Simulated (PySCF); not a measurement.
C2H9P3.
Cartesian coordinates in Å at the GFN2-xTB level; atoms count from 1:
```xyz
14
C2H9P3 angstrom
C     -1.7808   -1.1715    0.2916
P     -0.3518   -0.3595    1.1439
C     -0.7632    1.4017    0.7400
P      1.1198   -0.6894   -0.4480
P      2.8038    0.2250    0.5569
H     -2.6909   -0.9407    0.8431
H     -1.8789   -0.8253   -0.7360
H     -1.6344   -2.2502    0.2989
H     -0.9407    1.5358   -0.3268
H     -1.6558    1.6831    1.2967
H      0.0581    2.0425    1.0586
H      1.4225   -1.9706    0.0206
H      3.6961   -0.1520   -0.4453
H      2.5956    1.4705   -0.0363
```

A PySCF run (density fitting, gas phase, GFN2-xTB geometry) gave HOMO -7.90 eV, LUMO 1.66 eV, dipole 1.27 D.

**Question.** Which of these levels was it?
A. OPBE/cc-pVDZ
B. B3LYP/def2-SVPD
C. wB97X-D/def2-TZVP
D. PBE0/pcSseg-1
E. WP04/6-31G

**Answer.** C. It is wB97X-D/def2-TZVP. All candidates on this geometry:

| level and settings | kind | basis functions | SCF cycles | E (Eh) | HOMO (eV) | LUMO (eV) | dipole (D) |
| --- | --- | --- | --- | --- | --- | --- | --- |
| OPBE/cc-pVDZ, fitting basis def2-qzvpp-jkfit, energy threshold 1e-06 Eh | GGA | 127 | 8 | -1105.5743 | -5.02 | -0.45 | 1.35 |
| WP04/6-31G | global hybrid fitted to proton shifts | 75 | 12 | -1118.4181 | -7.18 | -1.65 | 1.44 |
| B3LYP/def2-SVPD | global hybrid | 184 | 12 | -1105.3770 | -5.95 | -0.25 | 1.18 |
| PBE0/pcSseg-1 | global hybrid | 151 | 12 | -1105.1423 | -6.20 | 0.01 | 1.29 |
| wB97X-D/def2-TZVP | range-separated hybrid | 227 | 13 | -1105.7184 | -7.90 | 1.66 | 1.27 |

The nearest other candidate, by the summed differences of HOMO and LUMO, is PBE0/pcSseg-1: its HOMO differs by +1.70 eV and its LUMO by -1.65 eV. wB97X-D ran without the empirical dispersion term, which would shift the total energy alone. Cycle counts include a coarse-grid stage where the run had one. WP04 was designed for NMR shieldings or shifts; total energies of different functionals aren't comparable.
